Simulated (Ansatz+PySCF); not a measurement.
A calculation with Ansatz (development build ahead of 0.2.0).

```yaml
crystal:
  periodic: [false, false, false]
  atoms:
    - { symbol: Na, position_ang: [0.0, 0.0, -1.82035] }
    - { symbol: Na, position_ang: [0.0, 0.0, 1.82035] }
basis:
  gaussian: { orbitals: cc-pCVTZ }
total_charge: 1
magnetization:
  spin_polarized: true
  initial_magnetization: 1
hamiltonian:
  xc: hf
correlation:
  method: mp2
  frozen_orbitals: { Na: 1 }
output:
  forces: true
```

The input is written out in the form of the current development build from the run's settings.

Output:

* Converged: yes
* Reference energy: -323.56978 hartree
* Correlation energy: -0.52681 hartree
* Total energy: -324.09659 hartree
* Spin squared of the determinant: 0.750
* Stability test: minimum
* Occupied orbitals by symmetry in an Abelian subgroup (alpha; beta): 4 Ag 3 B1u 1 B2g 1 B2u 1 B3g 1 B3u; 3 Ag 3 B1u 1 B2g 1 B2u 1 B3g 1 B3u

Forces (eV/Å):
```csv
atom,Fx,Fy,Fz
Na1,0.000,0.000,0.007
Na2,0.000,0.000,-0.007
```
